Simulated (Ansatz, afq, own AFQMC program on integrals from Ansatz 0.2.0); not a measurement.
Integrals from Ansatz 0.2.0, then the random walk in our own AFQMC program (afq).

```yaml
crystal:
  periodic: [false, false, false]
  atoms:
    - {symbol: H, position_ang: [0.000000, 0.000000, -0.943000]}
    - {symbol: H, position_ang: [0.000000, 0.000000, -0.015000]}
    - {symbol: F, position_ang: [0.000000, 0.000000, 0.958000]}
basis:
  gaussian: {orbitals: cc-pVTZ}
magnetization: {spin_polarized: true, initial_magnetization: 1}
correlation: {method: ccsd_t, electrons: outside_noble_gas, hamiltonian_folder: ham}
```

```sh
$ ansatz run in.yaml --threads 1 --pin off --events-out ev --progress --plain --max-ram 16896MiB --backend cuda --devices 0, --max-vram 18GiB
```

afq runs on the folder ham with

```
--method phaseless --trial cisd --walkers 4000 --populations 20 --least-time 60 --time-step 0.005 --steps-per-block 50 --equilibration-blocks 28 --max-blocks 4000 --target-error 0.00018 --factor-cut 1e-05 --start spin_pure --seed 1029 --release-times 0.24,0.51,0.99,1.62,2.4 --release-step 0.03 --release-every 3 --taylor-order 6
```

Times are imaginary, in 1/Eh. The walk had a cap of 192 s. With eight or more populations the least sampling time is a fifth of least-time, and the error comes from their spread.

Output of the walk:

```
orbitals 57  electrons 5 4  factors 339 of 340
reference energy -100.51869942 Eh
CCSD correlation -0.28524001 Eh in 10 cycles, weight of the determinant in the CISD state 0.9440
energy of the start -100.803452 Eh
 block  time / (1/Eh)  mean weight  energy / Eh
     1     0.250  0.9994  -100.805254
     2     0.500  0.9996  -100.808133
     3     0.750  1.0002  -100.809568
     4     1.000  1.0001  -100.810468
     5     1.250  0.9996  -100.810068
    10     2.500  0.9999  -100.811288
    15     3.750  1.0002  -100.810645
    20     5.000  1.0001  -100.810976
    25     6.250  1.0001  -100.810703
    26     6.500  1.0001  -100.810029
    30     7.500  1.0000  -100.812516
    35     8.750  1.0010  -100.811625
    36     9.000  0.9995  -100.813400
    40    10.000  0.9993  -100.812205
    45    11.250  1.0004  -100.811710
    50    12.500  0.9996  -100.812166
    55    13.750  0.9998  -100.811815
    60    15.000  0.9995  -100.811441
    65    16.250  0.9991  -100.811190
    70    17.500  1.0002  -100.811658
    75    18.750  0.9997  -100.811890
    78    19.500  0.9995  -100.811662
error from the spread of 20 populations
released: time / (1/Eh)  energy / Eh  error  mean overlap
  0.24  -100.811419  0.000107  0.9973
  0.51  -100.811635  0.000109  0.9914
  0.99  -100.811651  0.000070  0.9845
  1.62  -100.811888  0.000130  0.9671
  2.40  -100.811422  0.000140  0.9622
energy -100.811678 +/- 0.000122 Eh
(rows thinned)
```

The run passed its tests (sampling time, drift between the halves within three errors, error under three times the target), which doesn't prove that it has relaxed.

Against this walk (error 3.3 meV) on the same determinant: CCSD(T) 13.1 meV higher, CCSDT(Q) 1.7 meV higher (within the noise). The error is statistical and leaves out the bias of the constraint. The released energies move by 1.5 errors or more from one time to the next (meV from the phaseless value at times in 1/Eh: 7 ± 3 at 0.24, 1 ± 3 at 0.51, 0.7 ± 1.9 at 0.99, -6 ± 4 at 1.62, 7 ± 4 at 2.40), so they give no level.

Cautions: constraint bias not in the error.

The walk took 47 s on 1 × NVIDIA H100 80GB HBM3 with 2 threads of AMD EPYC 7R13 Processor (Zen 3), on a shared host (the card was shared). The log's last line is the phaseless energy.

CCSDT and higher add their correlation energy to the determinant of the CCSD(T) run, since their own runs factorise the integrals more tightly (a shift of under 2 meV). A walk keeps the symmetry of its determinant, which the program's search chose and which needn't be the lowest solution, so a lower state of the same spin and another symmetry isn't excluded.
